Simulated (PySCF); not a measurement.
# H3NO (hydroxylamine): the cost of one run

Programs: PySCF 2.14.0, with density-fitted response routines of our own. Each step states its level of theory. These are calculated values for one molecule, in the gas phase or a continuum, unless marked as measured. Atoms are numbered from 0 throughout.

## (1) The molecule as given

5 atoms, charge 0, multiplicity 1; geometry from: GFN2-xTB. The atoms were then displaced at random by about 0.01 Å, so the start is not that level's minimum.

Bonds of the start (Å): N0–O1 1.40, N0–H2 1.05, N0–H3 0.99, O1–H4 0.97.

## (2) Optimising the geometry at PBE0-D3(BJ)/def2-TZVP

What the job is given:

```
{"job": {"xc": "PBE0", "basis": "def2-TZVP", "d3": "d3bj", "grid": 2, "shake": 0.01, "kind": "geom"}, "charge": 0, "multiplicity": 1}
N     -0.409410     0.075140    -0.486250
O      0.805590    -0.190040     0.160990
H     -0.737650     1.014140    -0.155400
H     -1.061830    -0.579790    -0.132220
H      1.436880    -0.353440    -0.563450
```

Run with:

```bash
$ OMP_NUM_THREADS=1 python probes_run.py task.json out
```

The driver reads the jobs from task.json and runs them one after another.

**Question.** How long does this first job take on 1 thread of Arm Neoverse N1, shared host, and how much memory does it need?

About 16 s, with a peak of 0.35 GiB.
